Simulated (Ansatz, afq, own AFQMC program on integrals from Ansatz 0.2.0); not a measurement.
**SiH₄, triplet in 6-31G, levels against full CI**

```xyz
5

Si    0.0000    0.0000    0.0000
H    -0.0131    1.2338    1.2252
H    -0.0188   -1.2253    1.2336
H     0.0188    1.2253   -1.2336
H     0.0131   -1.2338   -1.2252
```

Basis 6-31G. Only valence electrons are correlated. Integrals, coupled cluster, full CI and functionals: Ansatz 0.2.0; the random walks run on the same integrals in our own AFQMC program. ph-AFQMC/CISD is guided by a CISD state made of CCSD amplitudes; releasing the constraint for a short imaginary time cuts its bias at the price of noise, slowly where states lie close. Free AFQMC starts from the CCSD state and is never constrained. Its projection time is finite, and what remains of the start isn't in its error. Uncertainties: one standard error, sampling alone.

Determinant: UHF, the one that the program's search chose, which needn't be the lowest solution. The geometry is a point of a scan.

Full CI is exact in this basis; its frozen core comes from its own orbitals, which moves totals by up to a few meV.

Cautions: lower spins were not checked; unrestricted determinant slightly spin contaminated (⟨S²⟩ 2.05 against 2.00); full CI with its own frozen core.

- T1 diagnostic: 0.0207
- weight of the determinant in the CISD state: 0.881
- ⟨S²⟩ of the determinant: 2.052
- size of the correlated space: 8 electrons in 16 orbitals

```json
{"level": "MP2", "correlation energy (eV)": "-1.7287"}
{"level": "CCSD", "correlation energy (eV)": "-2.7628"}
{"level": "CCSD(T)", "correlation energy (eV)": "-2.8197"}
```

Q: Estimate where free-projection AFQMC lies against CCSD(T) on the same integrals.

A: 27.1 ± 3.9 meV below CCSD(T).

Reference: full CI, correlation energy -2.849 eV. The released energy is read at 1.50 1/Eh (meV from the phaseless value at times in 1/Eh: -2.6 ± 2.4 at 0.24, -4.9 ± 2.3 at 0.50, -9.1 ± 1.9 at 1.00, -10 ± 3 at 1.50). CCSDTQ lies 0.0 meV above full CI, in part by the other frozen core, which shifts every row alike, so rows that close can't be ranked against it.

```csv
level,E − E(reference) (meV),share of correlation (%)
CCSD(T),29.4,98.97
CCSDT,-0.8,100.03
CCSDT(Q),-1.2,100.04
CCSDTQ,0.0,100.00
ph-AFQMC/CISD,18.8 ± 2.9,99.34
released AFQMC,9.0 ± 2.9,99.68
free AFQMC,2.3 ± 3.9,99.92
```

CCSDT and higher add their correlation energy to the determinant of the CCSD(T) run, since their own runs factorise the integrals more tightly (a shift of under 2 meV). Free projections are given only where their last times agree within the noise and don't stop above the reference; a slow remainder of the start can still hide under it. A walk keeps the symmetry of its determinant, which the program's search chose and which needn't be the lowest solution, so a lower state of the same spin and another symmetry isn't excluded. Released energies are given only where the last usable release times agree within the noise; a slower fall can still hide under it.
